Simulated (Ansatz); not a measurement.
Born–Oppenheimer molecular dynamics of BFH$_{2}$ (4 atoms, charge 0, multiplicity 1). It goes on from the last frame of an earlier run, with new velocities.

The calculation used RKS PBE-D4/6-31G* (Ansatz 0.2.0).

* ensemble: NVT, Langevin thermostat
* time step: 2 fs
* steps asked: 40
* set temperature: 400 K
* friction: 0.001 /fs
* seed: 263488

First frame:

```xyz
4
Properties=species:S:1:pos:R:3
B -0.053 -0.016 -0.011
F 0.021 0.000 1.317
H 1.154 0.057 -0.516
H -0.987 0.117 -0.836
```

(1) How far do the bonds stretch over the last three quarters of this one trajectory? (Pairs bonded in most of those frames.)

Results:

(1) 
```
 bond  mean (Å)  spread (Å)  shortest  longest
B1–F2     1.333       0.026      1.29     1.39
B1–H3     1.234       0.088      1.10     1.36
B1–H4     1.216       0.026      1.18     1.26
```

Mean temperature of the second half: 612 K. The mean temperature of the second half is 53 % above the set value. A step of 2 fs is long for free X–H stretches (periods near 10 fs) and can bias their spread and the temperature. A run of 0.08 ps of so small a system gives no equilibrium averages.

Run time: 6.1 s on 1 thread of AMD EPYC 9R45 96-Core Processor (Zen 5), on a shared host, peak memory 0.089 GiB.
